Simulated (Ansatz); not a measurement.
`[OH][AlH][SiH3]` + H₂S → `[OH][AlH][SH]` + SiH₄ at 500 K and 1 bar (cleavage of the Al–Si bond).

Program: Ansatz. Geometries: PBE0-D4/def2-TZVP. ΔE: electronic, gas phase. CBS: MP2 limit from def2 TZ/QZ plus the TZ coupled-cluster correction, frozen cores. This one scheme is used for every species. One conformer a species, not always the lowest.

```json
{"species": "`[OH][AlH][SiH3]`", "CCSD(T)/CBS energy (Eh)": "-609.31389", "H − E (kJ/mol)": "158.7", "S (J/(mol·K))": "387.3"}
{"species": "H₂S", "CCSD(T)/CBS energy (Eh)": "-398.97279", "H − E (kJ/mol)": "57.0", "S (J/(mol·K))": "224.0"}
{"species": "`[OH][AlH][SH]`", "CCSD(T)/CBS energy (Eh)": "-716.86665", "H − E (kJ/mol)": "113.1", "S (J/(mol·K))": "346.6"}
{"species": "SiH₄", "CCSD(T)/CBS energy (Eh)": "-291.46306", "H − E (kJ/mol)": "102.4", "S (J/(mol·K))": "230.9"}
```

H − E and S are ideal-gas, rigid-rotor, harmonic terms from PBE0-D4/def2-TZVP, for one conformer and one mirror image of each species. 1 Eh = 2625.50 kJ/mol, R = 8.31446 J/(mol·K).

Task: By hand: ΔE, ΔH, ΔS and ΔG.

Result: ΔE = (-716.86665) + (-291.46306) − (-609.31389) − (-398.97279) = -0.04303 Eh = -113.0 kJ/mol. Δ(H − E) = 113.1 + 102.4 − 158.7 − 57.0 = -0.2, so ΔH = -113.2 kJ/mol. ΔS = 346.6 + 230.9 − 387.3 − 224.0 = -33.8 J/(mol·K). ΔG = -113.2 − 500 × (-33.8)/1000 = -96.3 kJ/mol.

Task: By hand: the equilibrium constant, and the temperature at which ΔG would vanish if ΔH and ΔS stayed fixed.

Result: log₁₀ K = −ΔG/(RT ln 10) = 10.1. ΔG = 0 at ΔH/ΔS = 3349 K, far beyond where these terms or the molecules hold.

ΔH outweighs TΔS. A doubt of 5 kJ/mol in ΔE shifts log₁₀ K by 0.5 here. Other conformers and mirror images would add mixing entropy, several J/(mol·K) or more a flexible species. Modes under 60 cm⁻¹, often nearly free rotors, make the harmonic entropy too high. These are equilibria of isolated gas molecules and say nothing of rates. Largest T1 diagnostic: 0.014 (customary marks: 0.02 for closed shells, 0.045 for open ones).
